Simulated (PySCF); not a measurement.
## What builds the first ionisation energy along the halogens

Calculated with PySCF 2.14 from differences of total energies of unrestricted determinants, without spin-orbit coupling. Each column adds one step, in eV (sums use unrounded values): valence MP2, valence CCSD, valence triples, then the next inner shell at CCSD(T) (F 1s, Cl 2s 2p, I 4s 4p 4d). References (NIST) marked * lie between the lowest fine-structure levels; the others compare directly ((s) semi-empirical, (t) theoretical).

| element | UHF | + MP2 | + CCSD | + (T) | + inner shell | sum | reference |
| --- | --- | --- | --- | --- | --- | --- | --- |
| F [He] 2s2 2p5 → [He] 2s2 2p4 (x2c-TZVPPall with one added diffuse shell each of s, p, d type, spin-free X2C) | 15.645 | 1.589 | -0.103 | 0.051 | 0.008 | 17.190 | 17.427 |
| Cl [Ne] 3s2 3p5 → [Ne] 3s2 3p4 (x2c-TZVPPall with one added diffuse shell each of s, p, d type, spin-free X2C) | 11.757 | 0.963 | -0.040 | 0.043 | 0.006 | 12.730 | 12.974 |
| I [Kr] 4d10 5s2 5p5 → [Kr] 4d10 5s2 5p4 (x2c-TZVPPall with one added diffuse shell each of s, p, d, f type, spin-free X2C) | 9.594 | 0.708 | 0.024 | 0.036 | 0.054 | 10.416 | 10.519 |

What remains against the references is mostly basis incompleteness.

These are valence bases, so the inner-shell step is incomplete.
